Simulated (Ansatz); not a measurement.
OCS (carbonyl sulfide): the vertical ionisation energy from total energies

OCS has 3 atoms, charge 0, and is taken as a singlet. As SMILES, `O=C=S`. Geometry: relaxed at PBE0-D4/def2-TZVP.

| atom | x (Å) | y (Å) | z (Å) |
| --- | --- | --- | --- |
| O | 0.9220 | 0.6844 | 0.5821 |
| C | 0.0967 | 0.0718 | 0.0611 |
| S | -1.0187 | -0.7562 | -0.6432 |

Both states at this one shape; open shells run unrestricted unless said. 1 Eh = 27.2114 eV.

```
                              level  program  singlet OCS (Eh)  doublet OCS+ (Eh)
                       SVWN5/STO-3G   Ansatz       -503.320481        -502.997037
                        BLYP/STO-3G   Ansatz       -505.527968        -505.217447
                       wB97X/STO-3G   Ansatz       -505.571338        -505.258804
CCSD/STO-3G, 7 core orbitals frozen   Ansatz       -504.576523        -504.325001
```

**Question.** Work out the vertical ionisation energy at each level.

**Answer.** 
1. SVWN5/STO-3G: -502.997037 − (-503.320481) = 0.323444 Eh = 8.80 eV.
2. BLYP/STO-3G: -505.217447 − (-505.527968) = 0.310521 Eh = 8.45 eV.
3. wB97X/STO-3G: -505.258804 − (-505.571338) = 0.312534 Eh = 8.50 eV.
4. CCSD/STO-3G: -504.325001 − (-504.576523) = 0.251522 Eh = 6.84 eV.

No measured value is set beside it here; the levels span 6.84 to 8.80 eV. Minimal sets are far from the basis-set limit. The second state is spin-contaminated at CCSD/STO-3G (⟨S²⟩ = 0.95).
